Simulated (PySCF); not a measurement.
Compound: C4H4O2.
Bonds: O1–C2 (double), C2–O3, C2–C4, C4–C5 (double), C5–C6, C4–C6. Hydrogens: H7 on O3; H8 on C5; H9, H10 on C6.

Computed by this run: PySCF 2.14.0, PBE0-D3(BJ)/def2-SVP geometry optimisation, gas phase; density fitting, grid level 1; the optimiser is geomeTRIC in internal coordinates, started from a GFN2-xTB structure.

Step 0: E = -8289.6467 eV
```
atom  x, y, z in Å  |  force x, y, z in eV/Å
O1      1.8314   -0.8755    0.9588   -0.194  -0.020  -0.012
C2      1.2907   -0.0749    0.2391    1.043   0.120   0.052
O3      1.9667    0.8770   -0.4295   -0.222   0.158  -0.160
C4     -0.1306   -0.0020   -0.0210   -1.057   0.102  -0.235
C5     -1.1533    0.5574   -0.6146    0.741  -0.794   0.743
C6     -1.4764   -0.6043    0.2721    0.603   0.381  -0.218
H7      2.9149    0.8041   -0.2367   -0.187  -0.229   0.158
H8     -1.5517    1.2966   -1.2653   -0.319   0.713  -0.616
H9     -1.7410   -1.5562   -0.1716   -0.147  -0.535  -0.253
H10    -1.9396   -0.4272    1.2348   -0.261   0.103   0.543
```

Step 1: E = -8289.6787 eV
```
atom  x, y, z in Å  |  force x, y, z in eV/Å
O1      1.8085   -0.7423    1.0851    0.065   0.054   0.004
C2      1.2960   -0.0156    0.2744   -0.272  -0.194  -0.065
O3      1.9783    0.8191   -0.5163    0.106  -0.008   0.015
C4     -0.1431    0.0306    0.0036    0.129   0.052   0.068
C5     -1.1632    0.5863   -0.5794   -0.078   0.111  -0.129
C6     -1.4599   -0.6267    0.2527   -0.056  -0.083  -0.015
H7      2.9137    0.6686   -0.3103    0.036   0.088   0.019
H8     -1.5704    1.3723   -1.2156    0.038  -0.072   0.072
H9     -1.6789   -1.5826   -0.2503   -0.020   0.038   0.039
H10    -1.9699   -0.5148    1.2222    0.051   0.014  -0.008
```

Q: Estimate the geometry and energy of step 2. (The exact step hangs on the optimiser's Hessian estimate; all steps are aligned on step 1, rigid shifts and turns removed.)

A: E = -8289.6815 eV, largest force 0.330 eV/Å
```
atom  x, y, z in Å  |  force x, y, z in eV/Å
O1      1.8205   -0.7536    1.0600   -0.133  -0.194   0.037
C2      1.2950   -0.0430    0.2434    0.193   0.187   0.190
O3      1.9892    0.8188   -0.5102   -0.118   0.080  -0.181
C4     -0.1440    0.0156   -0.0159    0.113  -0.094  -0.095
C5     -1.1655    0.5793   -0.5905   -0.009  -0.005  -0.009
C6     -1.4655   -0.6253    0.2545   -0.037   0.018   0.050
H7      2.9204    0.7142   -0.2590   -0.053  -0.023   0.026
H8     -1.5716    1.3662   -1.2213    0.003  -0.001  -0.002
H9     -1.7164   -1.5822   -0.2283    0.023   0.016  -0.029
H10    -1.9508   -0.4950    1.2334    0.018   0.015   0.013
```

The energy changes by -0.0028 eV. The first-order estimate −F·Δx gives -0.0158 eV and the mean of the old and new forces, exact on a quadratic surface, -0.0023 eV. The step makes an angle of 72° with the force vector and moves no atom by more than 0.069 Å.

The cost below is that of the whole optimisation. The run took 28 s of wall time on an Arm Neoverse V1 with one thread, on a shared host, and the process peaked at 0.42 GiB of memory.
